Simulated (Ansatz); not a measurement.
**SiPO (quartet): from Hartree-Fock to the top rungs at a displaced geometry (v1), cc-pVDZ**

How much of the correlation energy of SiPO (quartet) does each wave-function method recover here?

Computed with Ansatz 0.2.0, Gaussian basis. Level: cc-pVDZ, core rule «outside noble gas», up to 11 orbitals frozen.

Plan: UHF; CCSD(T) on ROHF; CCSD(T) on UHF; BCCD(T) on ROHF; CISD as a restricted active space (open shells left free, so some higher excitations enter); CCSDT(Q) on ROHF; CCSDT(Q) on UHF.

35 further runs of the same task are left out: 11 for a known fault of the program, 11 that didn't finish, 13 set aside as unsound or not needed. Runs told in other sessions of the task aren't counted.

## Step 1: The system

The geometry is a PBE0/def2-TZVP stationary point (not a proven minimum) with its atoms shifted at random (size 0.040 Å).

3 atoms, charge 0, spin multiplicity 4.

Atoms are counted from 1 here; the program's logs count them from 0.

Bond lengths: O1–P2 1.480 Å, P2–Si3 2.296 Å. Angles: O1–P2–Si3 118.5°.

As a file:

```xyz
3
charge 0, multiplicity 4
O    -0.0173   -0.6315    1.6280
P    -0.0181    0.4479    0.6150
Si    0.0298   -0.1342   -1.6057
```

## Step 2: UHF

in.yaml reads:

```yaml
crystal:
  periodic: [false, false, false]
  atoms:
    - {symbol: O, position_ang: [-0.017292, -0.631477, 1.627952]}
    - {symbol: P, position_ang: [-0.018125, 0.447913, 0.615041]}
    - {symbol: Si, position_ang: [0.029839, -0.134243, -1.605682]}
basis:
  gaussian: {orbitals: cc-pVDZ}
magnetization: {spin_polarized: true, initial_magnetization: 3}
hamiltonian: {xc: hf}
output: {orbitals: {seedname: orbitals}}
```

Run with:

```bash
ansatz run in.yaml --threads 1 --pin off --events-out ev --progress --plain --max-ram 2393MiB
```

After this run come: CCSD(T) on ROHF; CCSD(T) on UHF; BCCD(T) on ROHF; CISD as a restricted active space (open shells left free, so some higher excitations enter); CCSDT(Q) on ROHF; CCSDT(Q) on UHF.

Q: Predict the results of all the runs planned. Wanted: RCCSDT(Q) from the RHF energy; RMP2 from RCCSDT(Q); UMP2 from RCCSDT(Q); RCCSD from RCCSDT(Q); RCCSD(T) from RCCSDT(Q); UCCSD(T) from RCCSDT(Q); UCCSDT(Q) from RCCSDT(Q); T1 diagnostic.

As calculated:

| quantity | value |
| --- | --- |
| RCCSDT(Q) from the ROHF energy | -11.0326 eV |
| RMP2 from RCCSDT(Q) | +24.41 kcal/mol |
| UMP2 from RCCSDT(Q) | +29.59 kcal/mol |
| RCCSD from RCCSDT(Q) | +13.42 kcal/mol |
| RCCSD(T) from RCCSDT(Q) | +2.16 kcal/mol |
| UCCSD(T) from RCCSDT(Q) | +2.54 kcal/mol |
| UCCSDT(Q) from RCCSDT(Q) | -0.31 kcal/mol |
| levels within 1 kcal/mol (43 meV) | UCCSDT(Q) |
| T1 diagnostic | 0.034 |

In words: RCCSD(T) misses by +2.16 kcal/mol, 0.8 % of the correlation energy. These misses are within one basis, not against nature; the frozen cores of restricted and unrestricted runs differ, which can shift their rows.

With open shells the CI space here admits some higher excitations, so it is larger than plain CISD.
